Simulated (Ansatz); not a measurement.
## Ansatz (development build ahead of 0.2.0) run

```yaml
crystal:
  periodic: [false, false, false]
  atoms:
    - { symbol: F, position_ang: [-0.6384, 0.1749, 1.0655] }
    - { symbol: H, position_ang: [-0.1006, -0.5146, 0.755] }
    - { symbol: F, position_ang: [0.6384, -0.1749, -1.0655] }
    - { symbol: H, position_ang: [0.1006, 0.5146, -0.755] }
basis:
  gaussian: { orbitals: def2-SVP }
magnetization:
  spin_polarized: true
  initial_magnetization: 2
hamiltonian:
  xc: hf
output:
  forces: true
```

The input is written out in the form of the current development build from the run's settings.

The run gave:

```yaml
Converged: yes
Total_energy: -199.49764 hartree
Spin_squared_of_the_determinant: 2.004
Stability_test: minimum
```

Forces (eV/Å):
```tsv
atom	Fx	Fy	Fz
F1	-8.179	10.362	4.857
H2	7.483	-10.903	-2.903
F3	-0.648	1.836	-0.715
H4	1.344	-1.295	-1.239
```

Caution: the determinant breaks the point group.
